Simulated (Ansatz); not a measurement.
Results of LDA (Ansatz, an electronic-structure program, PAW) for 2H WSe₂.

Settings: plane-wave cutoff 520 eV, 12×12×4 k mesh (along the axes of the cell as run), perturbation theory, force constants from a 6×6×2 q mesh, no spin polarisation, scalar-relativistic PAW data made under PBE.

Computed at the level's own relaxed cell. Harmonic vibrational thermodynamics at fixed volume:

```csv
T (K),S_vib (J/K per mol of atoms),C_V (J/K per mol of atoms),F_vib (eV/atom)
0,0.00,0.00,0.0355
100,(withheld),(withheld),(withheld)
300,(withheld),(withheld),(withheld)
500,(withheld),(withheld),(withheld)
700,(withheld),(withheld),(withheld)
900,(withheld),(withheld),(withheld)
1000,(withheld),(withheld),(withheld)
```

Question: Fill in the missing entries.

Answer: 
- 100, S_vib (J/K per mol of atoms): 9.13
- 100, C_V (J/K per mol of atoms): 13.92
- 100, F_vib (eV/atom): 0.0321
- 300, S_vib (J/K per mol of atoms): 30.53
- 300, C_V (J/K per mol of atoms): 23.09
- 300, F_vib (eV/atom): -0.0114
- 500, S_vib (J/K per mol of atoms): 42.67
- 500, C_V (J/K per mol of atoms): 24.25
- 500, F_vib (eV/atom): -0.0882
- 700, S_vib (J/K per mol of atoms): 50.89
- 700, C_V (J/K per mol of atoms): 24.58
- 700, F_vib (eV/atom): -0.1856
- 900, S_vib (J/K per mol of atoms): 57.08
- 900, C_V (J/K per mol of atoms): 24.72
- 900, F_vib (eV/atom): -0.2978
- 1000, S_vib (J/K per mol of atoms): 59.69
- 1000, C_V (J/K per mol of atoms): 24.77
- 1000, F_vib (eV/atom): -0.3583

The crystal is taken as a harmonic solid at every temperature: melting, phase changes and thermal expansion are not seen.
